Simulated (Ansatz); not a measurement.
# BH3O2: the cost of one run

Method: RKS PBE/def2-mTZVP, in Ansatz 0.2.0.

## (1) The structure to begin with

Bond lengths: B1–O2 1.410 Å, O2–H3 1.010 Å, B1–H4 1.190 Å, B1–O5 1.410 Å, O5–H6 1.010 Å. Angles: B1–O2–H3 109.5°, O2–B1–H4 120.0°, O2–B1–O5 120.0°, H4–B1–O5 120.0°, B1–O5–H6 109.5°.

Structure file:

```xyz
6

B     0.0000    0.0000    0.0000
O     0.0000    0.0000    1.4100
H    -0.9095   -0.2814    1.7471
H     1.0305    0.0000   -0.5950
O    -1.2211    0.0000   -0.7050
H    -1.7308   -0.8467   -0.4965
```

## (2) Preparing the start

File input.yaml:

```yaml
crystal:
  periodic: [false, false, false]
  atoms:
    - { symbol: B, position_ang: [0.0, 0.0, 0.0] }
    - { symbol: O, position_ang: [0.0, 0.0, 1.41] }
    - { symbol: H, position_ang: [-0.9095, -0.2814, 1.7471] }
    - { symbol: H, position_ang: [1.0305, 0.0, -0.595] }
    - { symbol: O, position_ang: [-1.2211, 0.0, -0.705] }
    - { symbol: H, position_ang: [-1.7308, -0.8467, -0.4965] }
basis:
  gaussian: { orbitals: def2-mTZVP }
hamiltonian:
  xc: pbe
relax:
  f_tol: 0.02
  max_steps: 40
```

Launch:

```bash
ansatz run input.yaml --threads 1 --pin off --max-ram 2048MiB --backend cpu --events-out ev --progress --plain --runs-dir out
```

What time and memory should one allow on 1 thread of AMD EPYC 7R43 (Zen 3), shared host?

About 10 s, with a peak of 0.13 GiB.
